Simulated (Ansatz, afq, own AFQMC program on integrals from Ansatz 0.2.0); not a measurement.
Integrals from Ansatz 0.2.0, then the random walk in our own AFQMC program (afq).

```yaml
crystal:
  periodic: [false, false, false]
  atoms:
    - {symbol: Si, position_ang: [-0.029136, 0.091097, 1.686343]}
    - {symbol: Ge, position_ang: [0.012867, -0.015562, -0.633584]}
    - {symbol: H, position_ang: [0.234107, -1.409018, 1.752329]}
    - {symbol: H, position_ang: [-0.326649, -1.233564, -1.525626]}
    - {symbol: H, position_ang: [-0.022892, 1.225734, -1.554392]}
basis:
  gaussian: {orbitals: cc-pVDZ}
total_charge: 1
magnetization: {spin_polarized: false}
correlation: {method: ccsd_t, electrons: outside_noble_gas, hamiltonian_folder: ham}
```

```sh
$ ansatz run in.yaml --threads 1 --pin off --events-out ev --progress --plain --max-ram 24576MiB --backend cuda --devices 0, --max-vram 18GiB
```

afq runs on the folder ham with

```
--method phaseless --trial cisd --walkers 4000 --populations 20 --least-time 60 --time-step 0.005 --steps-per-block 50 --equilibration-blocks 28 --max-blocks 4000 --target-error 0.00019 --factor-cut 1e-05 --seed 3554 --release-times 0.24,0.51,0.99,1.62,2.4 --release-step 0.03 --release-every 3 --taylor-order 6
```

Times are imaginary, in 1/Eh. The walk had a cap of 122 s. With eight or more populations the least sampling time is a fifth of least-time, and the error comes from their spread. Filled inner d shells are frozen with the cores.

```
orbitals 41  electrons 5 5  factors 331 of 641
reference energy -2365.65275276 Eh
CCSD correlation -0.19454917 Eh in 16 cycles, weight of the determinant in the CISD state 0.8555
energy of the start -2365.847304 Eh
 block  time / (1/Eh)  mean weight  energy / Eh
     1     0.250  0.9997  -2365.844225
     2     0.500  0.9997  -2365.844574
     3     0.750  0.9999  -2365.845781
     4     1.000  0.9998  -2365.847197
     5     1.250  1.0001  -2365.848126
    12     3.000  1.0001  -2365.851759
    19     4.750  0.9999  -2365.853481
    26     6.500  1.0001  -2365.852784
    28     7.000  1.0002  -2365.852754
    33     8.250  0.9999  -2365.853956
    40    10.000  0.9999  -2365.853198
    47    11.750  0.9998  -2365.853774
    54    13.500  0.9998  -2365.853943
    61    15.250  1.0002  -2365.853526
    68    17.000  0.9998  -2365.853547
    75    18.750  1.0001  -2365.854174
    78    19.500  1.0002  -2365.854272
error from the spread of 20 populations
released: time / (1/Eh)  energy / Eh  error  mean overlap
  0.24  -2365.853711  0.000122  1.0000
  0.51  -2365.853744  0.000106  1.0003
  0.99  -2365.853901  0.000132  0.9990
  1.62  -2365.853965  0.000099  1.0000
  2.40  -2365.854130  0.000103  0.9896
energy -2365.853609 +/- 0.000125 Eh
(rows thinned)
```

Q: Estimate how long the walk took on 1 × NVIDIA H100 80GB HBM3 with 2 threads of AMD EPYC 7R13 Processor (Zen 3) (shared host) (the card was shared).

A: 18 s of wall time.

The run passed its tests (sampling time, drift between the halves within three errors, error under three times the target), which doesn't prove that it has relaxed.

Against this walk (error 3.4 meV) on the same determinant: CCSD(T) 29.9 meV higher, CCSDT(Q) 13.2 meV lower, CCSDTQ 14.2 meV lower. The error is statistical and leaves out the bias of the constraint. The released energies are still falling (meV from the phaseless value at times in 1/Eh: -3 ± 3 at 0.24, -4 ± 3 at 0.51, -8 ± 4 at 0.99, -10 ± 3 at 1.62, -14 ± 3 at 2.40), so they give no level; they do show a bias of the constraint, and the last of them that isn't too noisy lies 0 meV above CCSDTQ.

Cautions: constraint bias not in the error; no relativity below Rb; no spin-orbit coupling; inner d shell frozen; restricted determinant unstable towards unrestricted (UHF 234 meV lower, ⟨S²⟩ 0.64); raised T1 diagnostic (T1 0.024, weight of the determinant 0.86, largest double 0.08).

CCSDT and higher add their correlation energy to the determinant of the CCSD(T) run, since their own runs factorise the integrals more tightly (a shift of under 2 meV).
